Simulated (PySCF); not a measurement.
**NMR problem set**

- PBE0/pcSseg-1 with gauge-including orbitals
- geometry: GFN2-xTB
- code: PySCF 2.14.0 with density-fitted response routines
- single conformer, averaged over atoms made equivalent by symmetry, fast rotation or ring inversion, relativity neglected, isolated molecule

References, each an isolated molecule treated in the same way: ¹H (31.72 ppm), ¹³C (186.93 ppm) against TMS. Where no couplings were computed, multiplicities follow the n + 1 count of equivalent neighbours, and m marks all less simple cases (inequivalent or close neighbours, rings, F or P nearby). Shifts are as computed. Against solution values, carbons near 30 ppm lie about +3 ppm off and those near 130 ppm about +5 ppm. Of 1211 compounds with measured shifts, 218 miss one by over three times the rms of a fit or turn the order of signals round; such compounds aren't used in these exercises.

Task: C₅H₁₀O. ¹H NMR (400 MHz, computed): δ 2.23 (t, 2H), 2.14 (s, 3H), 1.56 (m, 2H), 0.97 (t, 3H). ¹³C{¹H} NMR (computed): δ 211.4 (C), 48.9 (CH2), 32.2 (CH3), 21.0 (CH2), 15.7 (CH3). What is it?

Result: SMILES C(CCC)(C)=O. The formula gives 1 degree of unsaturation (no ring in the answer). 5 carbon signals for 5 carbons: no two carbons are equivalent. Carbon types of the structure: 1 × C, 2 × CH2, 2 × CH3, which accounts for all hydrogens. δC 211.4: ketone carbonyl carbon; low-lying n→π* states of the double bond to the heteroatom give a large paramagnetic term (-274 ppm). δC 48.9: sp3 CH2 α to a carbonyl; α to the electron-withdrawing carbonyl group. δC 32.2: methyl carbon α to a carbonyl; the adjacent C=O deshields it moderately. δC 21.0: sp3 CH2; saturated and bonded to C and H only.

The shifts were computed for this structure.

Task: C₅H₁₀O. ¹H NMR (400 MHz, computed): δ 3.76 (m, 4H), 1.58 (m, 2H), 1.43 (m, 4H). ¹³C{¹H} NMR (computed): δ 72.2 (CH2), 30.5 (CH2), 27.6 (CH2). What is it?

Result: tetrahydropyran (SMILES C1CCOCC1). The formula gives 1 degree of unsaturation (1 ring in the answer). 3 carbon signals for 5 carbons: some carbons are equivalent by symmetry or fast rotation. Carbon types of the structure: 5 × CH2, which accounts for all hydrogens. δC 72.2: sp3 CH2 bonded to O; deshielded by the electronegative neighbour. δC 30.5, 27.6: sp3 CH2 in a ring; aliphatic region, no heteroatom directly attached. δH 3.76: hydrogen on an sp3 CH2 bonded to O; its carbon carries O, an electronegative neighbour. δH 1.58, 1.43: hydrogen on an sp3 CH2 in a ring.

This is the structure that produced the data.
